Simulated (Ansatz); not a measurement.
Run this with the Python package of Ansatz (0.2.0) and show what comes out.

The script, `scan.py`:
```python
'''Potential curve of C3H6F along one bond.'''

import warnings

import ansatz
import numpy as np

GEOMETRY = '''
C    -0.90220    0.82690    0.05910
C     0.43050    0.38780   -0.19730
C     0.73460   -1.04050   -0.00730
F    -0.20630   -1.82550   -0.34030
H    -1.67500    0.27300   -0.53480
H    -1.19400    0.83180    1.11080
H    -1.01940    1.91640   -0.26730
H     1.27580    1.12420   -0.32520
H     1.01660   -1.21900    1.09640
H     1.62260   -1.32630   -0.59130
'''


def main() -> None:
    warnings.simplefilter('ignore', ansatz.DeckWarning)

    mol = ansatz.Crystal.molecule()
    for line in GEOMETRY.strip().splitlines():
        symbol, *xyz = line.split()
        mol = mol.atom(symbol, [float(v) for v in xyz])

    symbols = [site.symbol for site in mol.cartesian_sites]
    start = np.array([site.position_ang for site in mol.cartesian_sites])
    axis = (start[4] - start[0]) / np.linalg.norm(start[4] - start[0])
    moving = [4]
    lengths, energies = [0.987, 1.031, 1.076, 1.121, 1.166, 1.211, 1.256, 1.323], []
    for length in lengths:
        xyz = start.copy()
        xyz[moving] += (length - np.linalg.norm(start[4] - start[0])) * axis
        point = ansatz.Crystal.molecule()
        for symbol, place in zip(symbols, xyz):
            point = point.atom(symbol, place.tolist())
        base = (
            point.calculation()
            .basis(gaussian='def2-SVP')
            .functional('b3lyp')
            .spin('collinear', total=1)
        )
        rep = base.run(threads=1, pin='off').report
        energies.append(rep['free_energy_ev'])
        print(f'r = {length:6.3f} A  E = {energies[-1]:.5f} eV  <S^2> = {abs(rep["mean_field"]["state"]["spin_squared"]):.3f}')

    # quartic fit about the minimum
    fit = np.polynomial.Polynomial.fit(lengths, np.array(energies) - min(energies), 4).convert()
    roots = [r.real for r in fit.deriv().roots() if abs(r.imag) < 1e-9 and fit.deriv(2)(r.real) > 0]
    r_e = min(roots, key=lambda r: abs(r - lengths[int(np.argmin(energies))]))
    print(f'minimum of the fit at {r_e:.4f} A, force constant {fit.deriv(2)(r_e):.2f} eV/A^2')


if __name__ == '__main__':
    main()
```

```console
$ python scan.py
r =  0.987 A  E = -5918.93447 eV  <S^2> = 0.754
r =  1.031 A  E = -5919.11551 eV  <S^2> = 0.754
r =  1.076 A  E = -5919.20261 eV  <S^2> = 0.754
r =  1.121 A  E = -5919.21285 eV  <S^2> = 0.754
r =  1.166 A  E = -5919.16409 eV  <S^2> = 0.754
r =  1.211 A  E = -5919.07052 eV  <S^2> = 0.754
r =  1.256 A  E = -5918.94342 eV  <S^2> = 0.754
r =  1.323 A  E = -5918.71080 eV  <S^2> = 0.755
minimum of the fit at 1.1049 A, force constant 32.15 eV/A^2
```

Total energies depend on the basis set; only differences at equal settings carry meaning. The rest of the molecule is held rigid at a force-field or estimated start geometry, and the basis set is modest; single-reference methods fail as a bond breaks. The run takes the species as open-shell (spin multiplicity 2), which needn't be its ground state. b3lyp holds the VWN-RPA fit, as in Gaussian; the form of ORCA and Turbomole is b3lyp5. Run time: 30 s on 1 thread of Arm Neoverse V1 (shared host), peak memory 0.26 GiB.
